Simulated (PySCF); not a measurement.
Run record: geometry optimisation, thioformaldehyde (`C=S`).

Computed with CAM-B3LYP/6-31+G* geometry optimisation, gas phase (PySCF 2.14.0). Start geometry: GFN2-xTB. The input is one job of a driver script: a line of settings, then coordinates in Å.

Input:
```
{"job": {"xc": "CAM-B3LYP", "basis": "6-31+G*", "grid": 1, "kind": "geom"}, "charge": 0, "multiplicity": 1}
C     -0.114941     0.005328     0.002935
S      1.483938    -0.052156     0.134838
H     -0.612125     0.819079    -0.508706
H     -0.746638    -0.767478     0.421236
```

Output:
```
step   0  E = -437.42492675  max force = 0.004740
step   1  E = -437.42507205  max force = 0.001542
step   2  E = -437.42507403  max force = 0.000274
optimisation converged
```

Energies in Eh; «max force» is the largest Cartesian gradient component in Eh/bohr.

Task: How much energy does the optimisation release, in kcal/mol?

Result: E(step 0) − E(last step) = 0.000147 Eh, which is 0.1 kcal/mol.

Task: Give the first gradient maximum in eV/Å.

Result: With 1 Eh/bohr = 51.422 eV/Å, 0.244 eV/Å.

Summary of the converged run: final energy -437.42507 Eh after 2 steps; dipole 1.91 D.

Task: How long does this job take on Arm Neoverse V1, one thread, shared host? And the peak memory of the process?

Result: About 1.9 s, with 0.26 GiB resident at the peak, the Python interpreter and its libraries included.
Labels such as C1 count atoms from 1, the log's own numbers from 0.
